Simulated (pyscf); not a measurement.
A first-order saddle from PySCF, ωB97X-D3(BJ)/def2-SVP:

```xyz
9

W     -0.6107    -0.1291     0.0397
O     -0.1480     1.6214     0.9440
O      0.7617    -1.1005    -0.1418
O     -0.8576     0.5494    -1.4952
O     -2.1349    -1.2158     0.2506
H      0.2780     2.3959     0.5554
H     -2.7704    -1.4430    -0.4375
Cl    -0.6007    -0.1568     2.7708
H     -0.1941     1.1054     2.1291
```
Charge 0, spin multiplicity 1.

Surface: singlet, charge 0. Lowest wavenumbers (cm⁻¹): 739i, 79, 155, 174, 205.

Name the species on either side of this saddle.

O=W(=O)(OH)–OH + HCl <-> O=W(=O)(OH)–Cl + H₂O, a four-centre exchange read from left to right: O–W, Cl–H broken and Cl–W, H–O formed. At ωB97M-D3(BJ)/def2-TZVP it lies +6.9 kcal/mol from the left side and +11.6 kcal/mol from the right (each side as separated species at their lowest minima found). On the reactant side the descent ends in a complex, 5.0 kcal/mol under the separated species and 7.7 kcal/mol under the saddle at ωB97X-D3(BJ)/def2-TZVP. On the product side the descent ends in an adduct with a O–W contact, 12.5 kcal/mol under the separated species and 23.2 kcal/mol under the saddle at ωB97X-D3(BJ)/def2-TZVP. What is counted as broken (O–W) persists as a longer contact in the product adduct; parting that adduct is a step of its own. At ωB97X-D3(BJ)/def2-TZVP the barrier from the zero used here is 2.7 kcal/mol. One saddle was located; it need not be the lowest between these sides. Elements past Kr carry the def2 core potentials, without spin-orbit coupling.
